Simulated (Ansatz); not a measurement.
Reaction: CH3NO (SMILES NC=O) → CH2NO (SMILES O=[C]N, doublet) + H (doublet) (the C-H bond breaks)
Each species at its own B3LYP-D3(BJ)/def2-TZVP minimum (Ansatz, a program for electronic structure), one conformer.

Quantity: bond dissociation energy (electronic), in kJ/mol. UHF or UKS for unpaired electrons; spin-orbit terms are left out. CBS(X,Y): correlation extrapolated as X^-3, Hartree-Fock from the larger set (Q,5: extrapolated as (X+1)exp(-9√X)). A bracket is a step between two methods taken in the basis named. The functionals are non-relativistic, so their misses hold any scalar relativity. '+ core + X2C': CCSD(T) terms for core correlation (cc-pwCVTZ) and scalar relativity (cc-pVTZ-DK). For partners of very few electrons the exact lower level stands in for a higher one.

CCSD(T)/CBS(cc-pVQZ,cc-pV5Z) + [CCSDT(Q) - CCSD(T)]/cc-pVDZ + core + X2C (Ansatz) gives 420.0 kJ/mol.

Problem. What does PBE/def2-TZVPD (Ansatz) give here, and how do the other levels compare?

Solution. PBE gives 397.8 kJ/mol, 22.2 kJ/mol below it. Differences of the others: r2SCAN/def2-TZVPD (Ansatz) -19.1; PBE0/def2-TZVPD (Ansatz) -17.2; wB97M-V/def2-TZVPD (Ansatz) -3.5; CCSD(T)/CBS(cc-pVQZ,cc-pV5Z) + core + X2C (Ansatz) 0.7 kJ/mol. Nearer than PBE: r2SCAN/def2-TZVPD, PBE0/def2-TZVPD, wB97M-V/def2-TZVPD, CCSD(T)/CBS(cc-pVQZ,cc-pV5Z) + core + X2C.
